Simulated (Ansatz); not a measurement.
Cartesian coordinates in Å:
```
C 0.9001 -0.6895 -0.7667
N -0.1102 0.2809 -0.4209
C -1.1338 -0.2847 0.4262
N 0.5139 1.4055 0.1598
H 0.4360 -1.5265 -1.2926
H 1.4256 -1.0901 0.1195
H 1.6359 -0.2212 -1.4193
H -0.7325 -0.6286 1.3986
H -1.9075 0.4617 0.6196
H -1.6003 -1.1384 -0.0709
H -0.1235 2.1895 0.0930
H 0.6963 1.2414 1.1537
```

The species carries charge 0 and has multiplicity 1.

(1) List the B3LYP/def2-TZVPP orbital energies in eV (Ansatz 0.2.0). (Estimate.)

Answers

(1) Ansatz gave: Occupied: -390.03, -389.69, -277.30, -277.09, -26.71, -21.77, -19.34, -16.68, -13.85, -13.46, -12.50, -11.66, -10.80, -10.49, -10.05, -7.10, -6.19. Lowest empty: 0.64, 1.87, 2.26, 2.40, 2.58, 2.85, 3.36, 3.79.

B3LYP here is the variant with VWN-RPA as its local correlation; programs differ in this.
